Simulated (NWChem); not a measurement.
Species: allene (C3H4); SMILES C=C=C

Results from NWChem. Pople sets run with spherical d functions. The geometry was optimised at PBE-D3(BJ)/def2-SVP.

Task: Taking TPSS/6-311G** as the yardstick, which of these has the fewest basis functions while keeping “highest occupied level (eV)” within 0.05 eV of it: TPSS/3-21G; TPSS/6-31G*; TPSS/STO-3G?

Result: none of them.
```tsv
level	basis functions	highest occupied level (eV)
TPSS/STO-3G	19	-4.75
TPSS/3-21G	35	-6.39
TPSS/6-31G*	50	-6.24
TPSS/6-311G**	78	-6.47
```

The yardstick is one finite set, not the basis-set limit.
